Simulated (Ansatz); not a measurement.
# Si2H4 (singlet): the correlation ladder at a displaced geometry (v2), cc-pVDZ

An exercise on one series of results from a longer session: the logs are not shown, and one member is left open.

The runs use Ansatz 0.2.0, Gaussian basis; cc-pVDZ, core rule «outside noble gas», up to 10 orbitals frozen.

The runs, in order: UHF; CCSD(T) on RHF; CCSD(T) on UHF; BCCD(T) on RHF; CISD; CCSDT(Q) on RHF; CCSDT(Q) on UHF; CASSCF and MRCISD+Q, 8 electrons in 8 orbitals; CASSCF and NEVPT4(SD), 8 electrons in 8 orbitals; CASSCF and NEVPT2, 8 electrons in 8 orbitals.

20 further runs of the same task are left out: 11 that didn't finish, 9 set aside as unsound or not needed.

## The system

The geometry is a PBE0/def2-TZVP stationary point (not a proven minimum) with its atoms shifted at random (size 0.100 Å).

6 atoms, charge 0, spin multiplicity 1.

Atoms are counted from 1 here; the program's logs count them from 0.

Bond lengths: Si1–Si2 2.384 Å, Si1–H3 1.472 Å, Si1–H4 1.538 Å, Si1–H5 1.609 Å, Si2–H6 1.461 Å. Angles: Si2–Si1–H3 119.0°, Si2–Si1–H4 110.8°, Si2–Si1–H5 99.6°, H3–Si1–H4 112.4°, H3–Si1–H5 108.1°, H4–Si1–H5 105.2°, Si1–Si2–H6 96.1°.

Geometry (Å):

```xyz
6

Si    0.0799    0.0332    1.1261
Si   -0.0850   -0.0721   -1.2502
H    -0.0084    1.3433    1.7907
H     1.2724   -0.7995    1.6273
H    -1.2260   -0.8186    1.5244
H     0.1052    1.3577   -1.4828
```

Set-up of the first run:

in.yaml

```yaml
crystal:
  periodic: [false, false, false]
  atoms:
    - {symbol: Si, position_ang: [0.079868, 0.033233, 1.126086]}
    - {symbol: Si, position_ang: [-0.085007, -0.072096, -1.250243]}
    - {symbol: H, position_ang: [-0.008386, 1.343305, 1.790702]}
    - {symbol: H, position_ang: [1.272426, -0.799510, 1.627278]}
    - {symbol: H, position_ang: [-1.226040, -0.818643, 1.524395]}
    - {symbol: H, position_ang: [0.105194, 1.357733, -1.482833]}
basis:
  gaussian: {orbitals: cc-pVDZ}
magnetization: {spin_polarized: true, initial_magnetization: 0}
hamiltonian: {xc: hf}
output: {orbitals: {seedname: orbitals}}
```

Started as:

```sh
$ ansatz run in.yaml --threads 1 --pin off --events-out ev --progress --plain --max-ram 2393MiB
```

Among the steps run: UHF; CCSD(T) on RHF; CCSD(T) on UHF; BCCD(T) on RHF; CISD; CCSDT(Q) on RHF; CCSDT(Q) on UHF; CASSCF and MRCISD+Q, 8 electrons in 8 orbitals; CASSCF and NEVPT4(SD), 8 electrons in 8 orbitals; CASSCF and NEVPT2, 8 electrons in 8 orbitals.

One table of the session follows, with a row left open; its other results are not shown here.

```
   method  from RCCSDT(Q) (meV)
      RHF               +6636.4
      UHF               +6504.0
     RMP2               +1545.3
     UMP2               +1678.0
     CISD                +848.0
    RCCSD                     ?
    UCCSD                +226.1
 RCCSD(T)                 +43.8
 UCCSD(T)                 +54.9
  BCCD(T)                 +43.1
   RCCSDT                  +8.8
   UCCSDT                 +10.4
RCCSDT(Q)                     0
UCCSDT(Q)                  +0.5
```

**Question.** Estimate the row for RCCSD.

**Answer.** from RCCSDT(Q) (meV): +212.2. In the column «from RCCSDT(Q) (meV)» it lies between UCCSD(T) (+54.9) and UCCSD (+226.1).

Not comparable, so not listed: CASSCF and NEVPT4(SD), 8 electrons in 8 orbitals; CASSCF and NEVPT2, 8 electrons in 8 orbitals (they don't share determinant, frozen orbitals or solution with the rows shown, or repeat one).

To keep in mind: Left out of the table: CASSCF frontier, MRCISD frontier, MRCISD+Q frontier (the active space lost an orbital or holds another state than full CI finds). Restricted and unrestricted rows rest on different reference determinants; where their highest levels disagree by more than a few hundredths of an eV, they describe different states and don't form one ladder. Warnings in the runs' records: passed over end.
